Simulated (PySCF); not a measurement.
Structure from NMR data

The spectra below were simulated for a compound C6H5F.

1H NMR (400 MHz, computed): δ 7.68 (ddd, J = 9.3, 8.2, 5.2 Hz, 2H), 7.35 (dd, J = 9.3, 8.9 Hz, 2H), 7.33 (t, J = 8.2 Hz, 1H).

13C{1H} NMR (computed): δ 172.8 (C, d, J = 316.0 Hz), 141.5 (CH, d, J = 5.0 Hz, 2C), 131.8 (CH), 123.8 (CH, d, J = 18.6 Hz, 2C).

Calculated, not measured (PySCF 2.14.0 with density-fitted response routines): spin–spin couplings from B3LYP/pcJ-1 (spin–dipole term only in couplings to heteroatoms), geometry from PBE0-D3(BJ)/def2-SVP, GIAO HF/pcSseg-2 shieldings. Gas phase, non-relativistic, one averaged value for each set of equivalent atoms, single conformer.

References, each an isolated molecule treated in the same way: 1H (31.68 ppm), 13C (191.47 ppm) against TMS.

Task: Propose a structure and justify it.

Result: 
- The formula gives 4 degrees of unsaturation (1 ring in the answer).
- 4 carbon signals for 6 carbons: some carbons are equivalent by symmetry or fast rotation.
- Carbon types of the structure: 1 × C, 5 × CH, which accounts for all hydrogens.
- δC 172.8: aromatic carbon bearing fluorine; an ipso carbon deshielded by its heteroatom.
- δC 141.5, 131.8, 123.8: aromatic CH.
- δH 7.68, 7.35, 7.33: hydrogen on an aromatic CH; the ring current deshields protons in the ring plane.
- The protons at 7.35 and 7.68 share a coupling of 9.3 Hz (vicinal, an ortho-type coupling).
- The protons at 7.68 and 7.33 share a coupling of 8.2 Hz (vicinal, an ortho-type coupling).

Structure: SMILES Fc1ccccc1.

The data come from this structure; uniqueness wasn't tested.

C–F couplings over four or more bonds (about 3 Hz to the para carbon of a fluoroarene) are left out. Common functionals overestimate the size of one-bond C–F couplings by tens of Hz; these are unscaled. Multiplet labels drop couplings under 1 Hz and merge nearly equal ones. Couplings among chemically equivalent protons are left out too, so labels in AA′BB′ or AA′XX′ sets are apparent multiplicities. Unscaled 3J(H,H) at this level run about 10 % above measured values. Shifts are as computed, not scaled to solution data. Of 1211 compounds with measured shifts, 218 miss one by over three times the rms of a fit or turn the order of signals round; such compounds aren't used in these exercises.
